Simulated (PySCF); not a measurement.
CS₂ (singlet). All numbers come from PBE in PySCF with C def2-TZVP, S def2-TZVP; no relativity; density-fitted integrals.

Harmonic bands of its minimum:

```tsv
ω (cm⁻¹)	IR (km/mol, summed over degenerate members)	degeneracy
392	6.8	2
664	0.0	1
1550	494	1
```

Question: The central atom is C. Infer the point group and assign the bands.

Answer: D∞h. The modes span πu + σg+ + σu+: 392 πu, 664 σg+, 1550 σu+. The computed geometry has C–S 1.562 Å (×2); S–C–S 180.0°.
